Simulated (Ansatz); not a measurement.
Reaction (SMILES): ClC(Cl)=C(Cl)Cl + 6 [H][H] (H2) → 2 C (CH4) + 4 Cl (HCl)

Property: energy of full hydrogenation (enthalpy at 298 K), in kcal/mol. Set-up: 6-31G* and kin with 6d, 5d where marked; non-relativistic; spin-orbit terms left out; 6-311+G** with 5d, 6d on Na to Ar in Ansatz (an electronic-structure program); LANL2DZ with its own core potentials from Na on; dispersion terms only where a functional's name holds one. First-principles rows: single points at B3LYP-D3(BJ) geometries (Ansatz), with unscaled harmonic terms from B3LYP/6-31G* at its own minima.

Measured values: Active Thermochemical Tables 1.112 (ions: stationary electron), as tabulated in the package chemicals; G2/97 table in ASE (Curtiss et al.); they hold spin-orbit and core effects, anharmonicity. 

Value to compare with, the measured value: -120.7 kcal/mol.

```json
[
 {"level": "B3LYP/STO-3G", "program": "Ansatz", "energy of full hydrogenation (enthalpy at 298 K) (kcal/mol)": "-94.5", "error": "26.2"},
 {"level": "B3LYP/3-21G", "program": "Ansatz", "energy of full hydrogenation (enthalpy at 298 K) (kcal/mol)": "-130.5", "error": "-9.8"},
 {"level": "B3LYP/LANL2DZ", "program": "Ansatz", "energy of full hydrogenation (enthalpy at 298 K) (kcal/mol)": "-135.4", "error": "-14.7"},
 {"level": "B3LYP/6-31G", "program": "Ansatz", "energy of full hydrogenation (enthalpy at 298 K) (kcal/mol)": "-128.3", "error": "-7.6"},
 {"level": "B3LYP/6-31G*", "program": "Ansatz", "energy of full hydrogenation (enthalpy at 298 K) (kcal/mol)": "-114.7", "error": "6.0"},
 {"level": "B3LYP/6-31+G*", "program": "Ansatz", "energy of full hydrogenation (enthalpy at 298 K) (kcal/mol)": "-119.3", "error": "1.4"},
 {"level": "B3LYP/6-31G**", "program": "Ansatz", "energy of full hydrogenation (enthalpy at 298 K) (kcal/mol)": "-123.2", "error": "-2.5"},
 {"level": "B3LYP/def2-SVP", "program": "Ansatz", "energy of full hydrogenation (enthalpy at 298 K) (kcal/mol)": "-125.1", "error": "-4.4"},
 {"level": "B3LYP/cc-pVDZ", "program": "Ansatz", "energy of full hydrogenation (enthalpy at 298 K) (kcal/mol)": "-127.9", "error": "-7.2"},
 {"level": "B3LYP/6-311+G**", "program": "Ansatz", "energy of full hydrogenation (enthalpy at 298 K) (kcal/mol)": "-129.5", "error": "-8.8"},
 {"level": "B3LYP/def2-TZVPD", "program": "Ansatz", "energy of full hydrogenation (enthalpy at 298 K) (kcal/mol)": "-124.4", "error": "-3.7"}
]
```

Among the 10 habitual levels, B3LYP/STO-3G lies farthest from the measured value (26.2 kcal/mol) and B3LYP/6-31+G* nearest (1.4); 3 of 10 lie above it, and their mean absolute error is 8.9 kcal/mol, the median 7.4. One case shows no general order.

The sets are all those run for this method; runs whose electronic state is in doubt are left out.
